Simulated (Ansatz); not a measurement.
Relative stability

Two relaxed structures of CH$_{2}$OS, singlet (PBE0-D4/def2-TZVP; forces vanish, vibrations not checked).

A:

| atom | x (Å) | y (Å) | z (Å) |
| --- | --- | --- | --- |
| O1 | -0.9119 | -0.4213 | -0.0719 |
| C2 | 0.3204 | 0.0387 | 0.1371 |
| S3 | 1.3086 | -0.5326 | 1.2658 |
| H4 | -1.3269 | 0.0631 | -0.7959 |
| H5 | 0.6098 | 0.8522 | -0.5351 |

B:

O1  (-0.481, -0.803, -0.018)
C2  (0.390, -0.004, 0.146)
S3  (1.781, -0.187, 1.222)
H4  (1.427, -1.411, 1.651)
H5  (0.428, 0.973, -0.371)
(Å)

Ansatz 0.2.0; basis: def2-TZVPP; cores frozen in the correlated methods. B3LYP uses VWN-RPA correlation.

Problem. Which structure is lower at CCSD(T), and by how much? (To be estimated.)

Solution. The calculation gives: B, by 0.282 eV (electronic energy, against the other). By their contacts, A is CH₂OS ([OH][CH][S]) and B is CH₂OS ([O][CH][SH]).

All methods give the same order:

```
   method  E(B) − E(A) (eV)
   PBE-D4            -0.326
r2SCAN-D4            -0.325
  PBE0-D4            -0.300
 B3LYP-D4            -0.324
  wB97M-V            -0.287
       HF            -0.374
      MP2            -0.261
     CCSD            -0.298
  CCSD(T)            -0.282
```

T1 diagnostic: at most 0.018.

Labels in which every atom is bracketed show which atoms are joined, not bond orders.

For scale, one of the runs: CCSD(T)/def2-TZVPP, 132 basis functions, launched by `ansatz run in.yaml --threads 2 --pin off --events-out ev --progress --plain --max-ram 4352MiB`. Hardware: 2 CPU threads of an AMD EPYC 7B13, shared host. Wall time 7 s; peak host memory 0.67 GiB.
